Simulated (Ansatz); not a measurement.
This geometry of H3N + H4OSi (10 atoms, charge 0, multiplicity 1) is a first-order saddle point.

These are results of RKS BHLYP-D4/6-31G* (Ansatz 0.2.0), not measurements.

```xyz
10
Properties=species:S:1:pos:R:3
Si 0.190 -0.267 -0.029
O 0.319 0.203 1.937
H -0.512 0.407 2.365
H 1.169 0.800 -0.285
H -1.262 0.005 0.073
H 0.188 -0.949 -1.375
N 0.834 -1.771 0.919
H 0.292 -2.613 0.799
H 1.806 -1.986 0.748
H 0.624 -1.031 1.857
```

(1) Which two structures does it join? (They come from a converged band through this point; their orientation in space is the band's.)

(2) How far does it lie above each of them?

## Answers

(1) Bonds broken: Si1–O2, N7–H10. Bonds formed: Si1–N7, O2–H10. H3N + H4OSi becomes H2O + H5NSi.

Image 0:

```xyz
10
Properties=species:S:1:pos:R:3
Si -0.129 0.043 0.098
O -0.369 -0.013 1.753
H -0.963 0.679 2.039
H 1.223 0.424 -0.345
H -0.979 1.213 -0.294
H -0.694 -1.078 -0.674
N 1.266 -1.928 0.964
H 0.968 -2.849 0.681
H 2.265 -1.875 0.842
H 1.061 -1.818 1.945
```

Image 8:

```xyz
10
Properties=species:S:1:pos:R:3
Si 0.264 -0.491 -0.531
O 0.342 0.213 2.836
H -0.596 0.162 3.016
H 1.171 0.661 -0.414
H -1.125 -0.117 -0.214
H 0.292 -0.968 -1.934
N 0.773 -1.681 0.639
H 0.254 -2.543 0.677
H 1.757 -1.890 0.668
H 0.517 -0.547 2.265
```

(2) 1.61 eV above the first and 1.16 eV above the second. This is the barrier of this one path; another mechanism may lie lower. The orbitals stay closed-shell, which can raise the energy where a bond breaks towards radicals; this wasn't checked here.

Time of the run: 4.3 min on 1 thread of Arm Neoverse V2, with other jobs on the host, peak memory 0.12 GiB.
